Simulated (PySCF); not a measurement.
The dipole of `N=O` (HNO) from its density and from atomic charges.

Coordinates (PBE0-D3(BJ)/def2-SVP, Å) and charges (e) from the PBE0/pcSseg-1 density (PySCF):

```tsv
atom	x	y	z	Mulliken	IAO	Hirshfeld	ESP-fitted
N1	-0.062	0.400	0.043	+0.0514	-0.0160	-0.0019	-0.2011
O2	0.942	-0.233	-0.021	-0.2169	-0.1943	-0.0993	-0.0902
H3	-0.898	-0.263	-0.043	+0.1655	+0.2103	+0.1012	+0.2914
```

Question: Compute μ = Σ q r for each scheme (1 e·Å = 4.803 D) and compare with the dipole of the full density.

Answer: The full density gives (-1.62, -0.72, -0.10) D, 1.78 D in size; dipole vectors point from the negative to the positive end.

```
    scheme     μx     μy     μz  size (D)  share of the full size (%)  angle to the full dipole (°)
  Mulliken  -1.71   0.13   0.00      1.72                          96                            29
       IAO  -1.78  -0.08  -0.03      1.78                         100                            22
 Hirshfeld  -0.89  -0.02  -0.01      0.89                          50                            23
ESP-fitted  -1.61  -0.65  -0.09      1.74                          98                             2
```

Question: Which set comes closest?

Answer: Length of the difference vector: ESP-fitted 0.07 D, IAO 0.66 D, Mulliken 0.86 D, Hirshfeld 1.02 D. Closest: ESP-fitted. ESP charges are fitted to the potential around the molecule, whose slowest-falling term is the dipole's. 

Question: What is left for the Hirshfeld atoms' own dipoles?

Answer: The shares of the density sum to the whole, so what Σ q r misses lies in dipoles about the nuclei. The atomic dipoles sum to (-1.62, -0.72, -0.10) − (-0.89, -0.02, -0.01) = (-0.73, -0.70, -0.09) D, 1.02 D in size.

Question: Give the size of the full dipole in other units.

Answer: 1.78 D = 0.700 au = 0.371 e·Å = 5.94 × 10⁻³⁰ C·m.

Geometry: PBE0-D3(BJ)/def2-SVP; no solvent, vibrations or thermal averaging.
